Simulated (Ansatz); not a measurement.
**C₂H₄FO radical: a ladder of functionals and wavefunction methods**

The task here is to estimate one member of a computed series from the others.

Computed with Ansatz 0.2.0, Gaussian basis. Level: functionals in def2-TZVPP, the program's frozen cores in correlated methods.

Plan: LDA (SPW92), PBE-D4, revPBE-D4, BLYP-D4, r2SCAN-D4, B97M-V, PBE0-D4, B3LYP-D4, r2SCANh-D4, r2SCAN0-D4, HSE06-D4, BHLYP-D4, CAM-B3LYP-D4, LC-ωPBE, ωB97X-V, ωB97M-V, B2PLYP, PBE-QIDH; CCSD(T)/def2-SVP; CCSD(T)/def2-TZVPP; MP2/def2-QZVPP; extrapolation to the limit; RPA on PBE.

## Structure used throughout

The geometry comes from an earlier relaxation with PBE0-D4 in a triple-zeta def2 set; it is a stationary point, not always the lowest conformer.

SMILES `[O]CCF`, 8 atoms, charge 0, spin multiplicity 2.

Atoms are counted from 1 here; the program's logs count them from 0.

Bond lengths: O1–C2 1.357 Å, C2–C3 1.510 Å, C2–H5 1.108 Å, C2–H6 1.105 Å, C3–F4 1.380 Å, C3–H7 1.094 Å, C3–H8 1.095 Å. Angles: O1–C2–C3 115.7°, O1–C2–H5 107.0°, O1–C2–H6 109.1°, C3–C2–H5 109.9°, C3–C2–H6 110.7°, H5–C2–H6 103.8°, C2–C3–F4 109.8°, C2–C3–H7 110.3°, C2–C3–H8 110.7°, F4–C3–H7 108.2°, F4–C3–H8 108.1°, H7–C3–H8 109.7°.

The first run:

Contents of in.yaml:

```yaml
crystal:
  periodic: [false, false, false]
  atoms:
    - {symbol: O, position_ang: [-1.112744, 1.381935, -0.100650]}
    - {symbol: C, position_ang: [0.022822, 0.703920, 0.201125]}
    - {symbol: C, position_ang: [0.021098, -0.764591, -0.150893]}
    - {symbol: F, position_ang: [0.108027, -0.917158, -1.519231]}
    - {symbol: H, position_ang: [0.196164, 0.830058, 1.288164]}
    - {symbol: H, position_ang: [0.884772, 1.215659, -0.264500]}
    - {symbol: H, position_ang: [-0.906878, -1.234841, 0.186997]}
    - {symbol: H, position_ang: [0.879040, -1.272082, 0.303290]}
basis:
  gaussian: {orbitals: def2-TZVPP}
magnetization: {spin_polarized: true, initial_magnetization: 1}
hamiltonian: {xc: lda}
output: {orbitals: {seedname: orbitals}}
```

Among the steps run: LDA; PBE-D4 (GGA); revPBE-D4 (GGA); BLYP-D4 (GGA); r2SCAN-D4 (meta-GGA); B97M-V (meta-GGA); PBE0-D4 (hybrid); B3LYP-D4 (hybrid); r2SCANh-D4 (hybrid); r2SCAN0-D4 (hybrid); HSE06-D4 (hybrid); BHLYP-D4 (hybrid); CAM-B3LYP-D4 (range-separated); LC-ωPBE-D4 (range-separated; the results give it without D4); ωB97X-V (range-separated); ωB97M-V (range-separated); B2PLYP (double hybrid); PBE-QIDH (double hybrid).

One table of the session follows, with a row left open; its other results are not shown here.

It belongs to the step «Frontier levels by functional». 

```
  functional  HOMO (eV)  LUMO (eV)  gap (eV)
 LDA (SPW92)      -6.23      -6.03      0.19
      PBE-D4      -6.19      -5.50      0.69
   revPBE-D4      -6.14      -5.37      0.77
     BLYP-D4      -6.15      -5.48      0.67
   r2SCAN-D4      -6.59      -4.80      1.79
      B97M-V      -6.79      -4.83      1.96
     PBE0-D4      -7.97      -3.76      4.21
    B3LYP-D4      -7.73      -4.31      3.42
  r2SCANh-D4      -7.24      -4.17      3.08
  r2SCAN0-D4      -8.23      -3.22      5.01
    HSE06-D4      -7.55      -4.16      3.39
    BHLYP-D4      -9.70      -2.03      7.68
CAM-B3LYP-D4      -9.50      -2.63      6.87
     LC-ωPBE          ?          ?         ?
     ωB97X-V     -10.49      -1.48      9.01
     ωB97M-V     -10.41      -1.52      8.89
```

**Question.** Estimate the row for LC-ωPBE.

The run gave: HOMO (eV): -10.85; LUMO (eV): -1.20; gap (eV): 9.65. In the column «HOMO (eV)» it is the lowest.
